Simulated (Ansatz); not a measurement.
Input file:

```yaml
crystal:
  periodic: [false, false, false]
  atoms:
    - {symbol: Hf, position_ang: [-0.000149, 0.000000, 0.204230]}
    - {symbol: N, position_ang: [-0.007812, 0.000000, -2.076762]}
    - {symbol: H, position_ang: [-0.429202, -0.825099, -2.509661]}
    - {symbol: H, position_ang: [-0.429204, 0.825098, -2.509661]}
    - {symbol: H, position_ang: [0.993290, 0.000001, -2.287081]}
basis:
  gaussian: {orbitals: def2-mTZVP}
total_charge: 1
magnetization: {spin_polarized: false, initial_magnetization: 1}
correlation: {active_space: {ras: {orbitals: [5, 1, 53], electrons: 11, max_holes: 2, max_particles: 2}, fixed_orbitals: true}}
accuracy: high
output: {forces: true}
```

```sh
$ ansatz run in.yaml --threads 1 --pin off --events-out ev --progress --plain --max-ram 2393MiB
```

Q: Roughly how long does this take on 1 thread of Arm Neoverse V2, shared host, and how much host memory?

A: 55 s wall and 0.69 GiB.

```
1333 factors; integrals over basis functions are off by at most 6.9e-8 eV
mean field evaluation 1: about -2796.4357 eV, gradient 6.7e1 eV
mean field evaluation 2: about -2796.4411 eV, gradient 6.7e1 eV
mean field evaluation 4: about -2813.0683 eV, gradient 9.6e0 eV
mean field evaluation 8: about -2813.5254 eV, gradient 6.2e-1 eV
mean field evaluation 16: about -2813.5317 eV, gradient 6.5e-6 eV
mean field evaluation 32: about -2813.5143 eV, gradient 8.0e-1 eV
mean field evaluation 64: about -2813.5317 eV, gradient 1.9e-2 eV
mean field evaluation 96: about -2813.5070 eV, gradient 4.5e-1 eV
mean field evaluation 128: about -2813.5317 eV, gradient 2.7e-8 eV
mean field evaluation 160: about -2813.5312 eV, gradient 1.4e-1 eV
mean field evaluation 192: about -2813.5385 eV, gradient 1.8e-8 eV
mean field evaluation 224: about -2813.5317 eV, gradient 1.7e-8 eV
mean field evaluation 256: about -2813.5238 eV, gradient 1.6e-1 eV
mean field evaluation 288: about -2813.5329 eV, gradient 5.3e-1 eV
mean field evaluation 320: about -2813.5385 eV, gradient 6.4e-4 eV
mean field evaluation 352: about -2813.4894 eV, gradient 4.2e-1 eV
mean field evaluation 384: about -2804.2235 eV, gradient 5.4e1 eV
mean field evaluation 416: about -2811.0576 eV, gradient 6.2e0 eV
mean field evaluation 448: about -2813.5379 eV, gradient 7.7e-2 eV
mean field evaluation 480: about -2813.4334 eV, gradient 3.5e-1 eV
mean field evaluation 512: about -2813.4816 eV, gradient 1.2e0 eV
mean field evaluation 544: about -2813.4619 eV, gradient 9.7e-1 eV
mean field -2813.53888126 eV, -103.3956468012 hartree, gradient 2.3e-8 eV, S^2 0.750000; 20 other end points of the search recorded, 0 dependent functions left out
reference -2813.53888126 eV, -103.3956468012 hartree; 11, 10 occupied and 53, 54 virtual orbitals, 1333 factors
state -2819.50446465 eV, -103.6148779471 hartree
the calculation of the forces begins
WARN: the results are in doubt because the forces break the atoms' symmetry
Total energy: -2819.50446465 eV, -103.6148779471 hartree
Atom 0 at    -0.000149     0.000000     0.204230 Å, force    -0.125558     0.034458     0.270852 eV/Å
Atom 1 at    -0.007812     0.000000    -2.076762 Å, force    -0.073161    -0.081193     0.488520 eV/Å
Atom 2 at    -0.429202    -0.825099    -2.509661 Å, force     0.142159     0.107548    -0.166091 eV/Å
Atom 3 at    -0.429204     0.825098    -2.509661 Å, force     0.117720    -0.060295    -0.095491 eV/Å
Atom 4 at     0.993290     0.000001    -2.287081 Å, force    -0.061160    -0.000517    -0.497790 eV/Å
Dipole moment:    -0.010968    -0.011829    -0.860074 e Å
In doubt: the forces break the atoms' symmetry
```

Natural occupations: 1.9835 1.9705 1.9704 1.9685 1.9351 0.9915 0.0223 0.0195 0.0189 0.0183 0.0180 0.0160 0.0094 0.0092 0.0069 0.0064 0.0058 0.0048 0.0047 0.0033 0.0031 0.0029 0.0020 0.0013.
